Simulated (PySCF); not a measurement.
# C7H8O (Anisole): the cost of one run

Computed with PySCF 2.14.0, with density-fitted response routines of our own, on a single molecule, in the gas phase or a continuum. Atoms are numbered from 0 throughout.

## 1. The molecule as given

16 atoms, charge 0, multiplicity 1; geometry from: GFN2-xTB. The atoms were then displaced at random by about 0.01 Å, so the start is not that level's minimum.

Bonds of the start (Å): C0–O1 1.38, O1–C2 1.35, C2–C3 1.43, C3–C4 1.34, C4–C5 1.40, C5–C6 1.37, C6–C7 1.38, C7–C2 1.41, C0–H8 1.09, C0–H9 1.10, C0–H10 1.11, C3–H11 1.08, C4–H12 1.05, C5–H13 1.07, C6–H14 1.07, C7–H15 1.10.

## 2. Relaxing the molecule at PBE0-D3(BJ)/def2-TZVP

What the job is given:

```
{"job": {"xc": "PBE0", "basis": "def2-TZVP", "d3": "d3bj", "grid": 2, "shake": 0.01, "kind": "geom"}, "charge": 0, "multiplicity": 1}
C     -2.658080     0.118100    -0.207650
O     -1.604790    -0.568230    -0.772220
C     -0.359630    -0.287700    -0.336890
C      0.720420    -1.021370    -0.922790
C      1.995140    -0.825850    -0.554110
C      2.306060     0.129060     0.421290
C      1.304520     0.853890     1.009930
C     -0.011320     0.663360     0.638520
H     -3.571940    -0.234790    -0.686290
H     -2.762510    -0.032800     0.876400
H     -2.605350     1.216430    -0.391660
H      0.431710    -1.750990    -1.664260
H      2.753650    -1.389010    -1.016990
H      3.319630     0.288250     0.723530
H      1.521140     1.582650     1.764790
H     -0.797720     1.256650     1.129120
```

Launch:

```console
$ OMP_NUM_THREADS=2 python probes_run.py task.json out
```

One launch serves the whole session: the jobs run in the order shown.

Q: Estimate the wall time and peak memory of this first job on 2 threads of Intel Xeon at 2.50GHz, shared host.

About 8.3 min, with a peak of 1.8 GiB.
